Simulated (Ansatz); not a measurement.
# Molecular dynamics of C₄H₇FO

The input (input.yaml):

```yaml
crystal:
  periodic: [false, false, false]
  atoms:
    - { symbol: C, position_ang: [0.478817, -2.00207, 0.225754] }
    - { symbol: C, position_ang: [0.630553, -0.501282, 0.147156] }
    - { symbol: C, position_ang: [-0.104657, 0.310365, -0.796139] }
    - { symbol: C, position_ang: [-0.483301, 1.422053, -0.014563] }
    - { symbol: O, position_ang: [-0.515782, 2.709338, -0.549381] }
    - { symbol: F, position_ang: [-1.624521, 1.324872, 0.909396] }
    - { symbol: H, position_ang: [0.559043, -2.44287, -0.789135] }
    - { symbol: H, position_ang: [-0.519263, -2.276393, 0.608374] }
    - { symbol: H, position_ang: [1.240878, -2.473284, 0.866268] }
    - { symbol: H, position_ang: [0.301105, 0.687074, 1.00543] }
    - { symbol: H, position_ang: [1.634887, -0.136942, 0.423261] }
    - { symbol: H, position_ang: [-0.305277, 0.119718, -1.853901] }
    - { symbol: H, position_ang: [-1.272081, 3.224722, -0.167619] }
basis:
  gaussian: { orbitals: "6-31G" }
hamiltonian:
  xc: pbe
md:
  timestep: 0.5
  n_steps: 200
  ensemble: nve
  temperature: 100.0
  initial_velocities: maxwell_boltzmann
  seed: 12415
```

Command:

```bash
$ ansatz run input.yaml --threads 1 --pin off --max-ram 2048MiB --backend cpu --events-out ev --progress --plain --runs-dir out
```

It starts at the highest image of a converged band. Of that band: Neighbouring images differ by up to 3.1 eV, so the band resolves the path poorly. A vibrational analysis at the climbing image gives one clearly imaginary mode, 1666i cm⁻¹, and a faint second one (20i cm⁻¹) that may be numerical noise or a soft torsion: probably a first-order saddle point.

Output, in part (one step line in 7, the closing report, with atoms numbered from 0):

```
md step     0: t =     0.00 fs  T =   100.0 K  F+E_penalty+E_count = -9009.17044711 eV  E_kin = 0.142186 eV  conserved = -9009.02826111 eV  (27 SCF iters)
md step     7: t =     3.50 fs  T =    55.2 K  F+E_penalty+E_count = -9009.10622298 eV  E_kin = 0.078488 eV  conserved = -9009.02773535 eV  (24 SCF iters)
md step    14: t =     7.00 fs  T =    25.0 K  F+E_penalty+E_count = -9009.06302182 eV  E_kin = 0.035527 eV  conserved = -9009.02749505 eV  (24 SCF iters)
md step    21: t =    10.50 fs  T =    64.3 K  F+E_penalty+E_count = -9009.11943949 eV  E_kin = 0.091451 eV  conserved = -9009.02798880 eV  (28 SCF iters)
md step    28: t =    14.00 fs  T =   101.2 K  F+E_penalty+E_count = -9009.17142081 eV  E_kin = 0.143887 eV  conserved = -9009.02753349 eV  (29 SCF iters)
md step    35: t =    17.50 fs  T =   378.0 K  F+E_penalty+E_count = -9009.56377159 eV  E_kin = 0.537421 eV  conserved = -9009.02635075 eV  (27 SCF iters)
md step    42: t =    21.00 fs  T =  1152.8 K  F+E_penalty+E_count = -9010.66922992 eV  E_kin = 1.639128 eV  conserved = -9009.03010143 eV  (27 SCF iters)
md step    49: t =    24.50 fs  T =  1448.6 K  F+E_penalty+E_count = -9011.09120113 eV  E_kin = 2.059722 eV  conserved = -9009.03147890 eV  (26 SCF iters)
md step    56: t =    28.00 fs  T =  1110.7 K  F+E_penalty+E_count = -9010.60704934 eV  E_kin = 1.579274 eV  conserved = -9009.02777532 eV  (29 SCF iters)
md step    63: t =    31.50 fs  T =  1265.1 K  F+E_penalty+E_count = -9010.83037969 eV  E_kin = 1.798836 eV  conserved = -9009.03154412 eV  (28 SCF iters)
md step    70: t =    35.00 fs  T =  1188.9 K  F+E_penalty+E_count = -9010.72215322 eV  E_kin = 1.690468 eV  conserved = -9009.03168546 eV  (31 SCF iters)
md step    77: t =    38.50 fs  T =   864.7 K  F+E_penalty+E_count = -9010.25641322 eV  E_kin = 1.229470 eV  conserved = -9009.02694292 eV  (30 SCF iters)
md step    84: t =    42.00 fs  T =  1407.7 K  F+E_penalty+E_count = -9011.03296686 eV  E_kin = 2.001616 eV  conserved = -9009.03135135 eV  (30 SCF iters)
md step    91: t =    45.50 fs  T =  1684.0 K  F+E_penalty+E_count = -9011.42554769 eV  E_kin = 2.394375 eV  conserved = -9009.03117236 eV  (29 SCF iters)
md step    98: t =    49.00 fs  T =  1156.9 K  F+E_penalty+E_count = -9010.67296197 eV  E_kin = 1.644890 eV  conserved = -9009.02807207 eV  (29 SCF iters)
md step   105: t =    52.50 fs  T =   856.6 K  F+E_penalty+E_count = -9010.24592735 eV  E_kin = 1.218034 eV  conserved = -9009.02789293 eV  (30 SCF iters)
md step   112: t =    56.00 fs  T =  1027.1 K  F+E_penalty+E_count = -9010.48520743 eV  E_kin = 1.460450 eV  conserved = -9009.02475759 eV  (29 SCF iters)
md step   119: t =    59.50 fs  T =  1612.0 K  F+E_penalty+E_count = -9011.32374009 eV  E_kin = 2.292086 eV  conserved = -9009.03165430 eV  (29 SCF iters)
md step   126: t =    63.00 fs  T =  1432.5 K  F+E_penalty+E_count = -9011.06471888 eV  E_kin = 2.036795 eV  conserved = -9009.02792420 eV  (29 SCF iters)
md step   133: t =    66.50 fs  T =  1600.9 K  F+E_penalty+E_count = -9011.31238585 eV  E_kin = 2.276271 eV  conserved = -9009.03611464 eV  (30 SCF iters)
md step   140: t =    70.00 fs  T =  1438.0 K  F+E_penalty+E_count = -9011.08072984 eV  E_kin = 2.044583 eV  conserved = -9009.03614690 eV  (28 SCF iters)
md step   147: t =    73.50 fs  T =  1156.6 K  F+E_penalty+E_count = -9010.67089902 eV  E_kin = 1.644476 eV  conserved = -9009.02642344 eV  (29 SCF iters)
md step   154: t =    77.00 fs  T =  1729.8 K  F+E_penalty+E_count = -9011.49178103 eV  E_kin = 2.459503 eV  conserved = -9009.03227779 eV  (29 SCF iters)
md step   161: t =    80.50 fs  T =  1352.9 K  F+E_penalty+E_count = -9010.94731535 eV  E_kin = 1.923677 eV  conserved = -9009.02363786 eV  (30 SCF iters)
md step   168: t =    84.00 fs  T =  1289.8 K  F+E_penalty+E_count = -9010.86279749 eV  E_kin = 1.833911 eV  conserved = -9009.02888696 eV  (28 SCF iters)
md step   175: t =    87.50 fs  T =  1042.9 K  F+E_penalty+E_count = -9010.51056415 eV  E_kin = 1.482919 eV  conserved = -9009.02764533 eV  (28 SCF iters)
md step   182: t =    91.00 fs  T =  1300.8 K  F+E_penalty+E_count = -9010.88462661 eV  E_kin = 1.849523 eV  conserved = -9009.03510350 eV  (29 SCF iters)
md step   189: t =    94.50 fs  T =  1313.8 K  F+E_penalty+E_count = -9010.90203647 eV  E_kin = 1.868038 eV  conserved = -9009.03399799 eV  (29 SCF iters)
md step   196: t =    98.00 fs  T =  1486.5 K  F+E_penalty+E_count = -9011.14240599 eV  E_kin = 2.113584 eV  conserved = -9009.02882206 eV  (27 SCF iters)
md step   200: t =   100.00 fs  T =  1541.5 K  F+E_penalty+E_count = -9011.22037115 eV  E_kin = 2.191824 eV  conserved = -9009.02854741 eV  (28 SCF iters)
Total energy: -9011.22039540 eV, -331.1562415064 hartree
Atom 0 at     0.759693    -1.952674    -0.433945 Å, force     0.561448    -0.394906    -0.138494 eV/Å
Atom 1 at     0.429846    -0.790826     0.459602 Å, force    -0.281658     0.576359    -0.617015 eV/Å
Atom 2 at    -0.057099     0.297117    -0.226411 Å, force    -1.094677    -2.579379     1.776269 eV/Å
Atom 3 at    -0.495161     1.589636     0.307529 Å, force     2.196786     2.470974     1.752520 eV/Å
Atom 4 at    -0.494570     2.245218    -1.000182 Å, force    -0.253369     1.281263     0.486520 eV/Å
Atom 5 at    -1.761622     1.717014     1.031678 Å, force    -0.249773    -0.414816    -0.848483 eV/Å
Atom 6 at     0.303744    -1.864292    -1.441331 Å, force     0.050486     0.151847     0.245976 eV/Å
Atom 7 at     0.473395    -2.932090    -0.047972 Å, force    -0.065200    -0.362346     0.366350 eV/Å
Atom 8 at     1.859164    -1.967093    -0.591920 Å, force    -0.030565    -0.234478     0.008093 eV/Å
Atom 9 at     0.229000     2.053514     1.317472 Å, force    -1.277724    -0.991765    -3.281095 eV/Å
Atom 10 at     0.646924    -0.892570     1.565283 Å, force    -0.082038     0.513154    -1.097158 eV/Å
Atom 11 at    -0.455604     0.058852    -1.240919 Å, force     0.638431     0.579599     0.415674 eV/Å
Atom 12 at    -0.550605     3.243793    -1.106429 Å, force    -0.112147    -0.595507     0.930843 eV/Å
Dipole moment:     0.342220     0.011845    -0.055982 e Å
```

The run went to its last step. The conserved energy stayed within 0.73 meV per atom of its start (net change -0.022 meV per atom), so the integration is sound. The system heated up, since it started high on the potential surface and ran downhill. A run of 0.1 ps of so small a system gives no equilibrium averages. The orbitals stay closed-shell, which can raise the energy where a bond breaks towards radicals; this wasn't checked here. Limits of this set-up: no polarisation functions.

The step under study would form C4–H10 and break C2–H10. These pairs go: C4–H10 1.48 → 1.33 Å, C2–H10 1.50 → 2.98 Å. In the last frame they stand as after the step (other bonds may differ from the relaxed reactants and products). These pairs come and go: their bonding changes 5 times, last at 100 of 100 fs, so the outcome isn't settled. It ends as one piece, C4H7FO. Pairs count as bonded within 1.25 times the sum of covalent radii (0.12 Å more for H–H).

Last frame:

```xyz
13
Properties=species:S:1:pos:R:3
C 0.760 -1.953 -0.434
C 0.430 -0.791 0.460
C -0.057 0.297 -0.226
C -0.495 1.590 0.307
O -0.495 2.245 -1.000
F -1.762 1.717 1.032
H 0.304 -1.864 -1.441
H 0.473 -2.932 -0.048
H 1.859 -1.967 -0.592
H 0.229 2.054 1.317
H 0.647 -0.893 1.565
H -0.456 0.059 -1.241
H -0.551 3.244 -1.106
```

Time of the run: 13 min on 1 thread of Arm Neoverse V1 (shared host), peak memory 0.25 GiB.
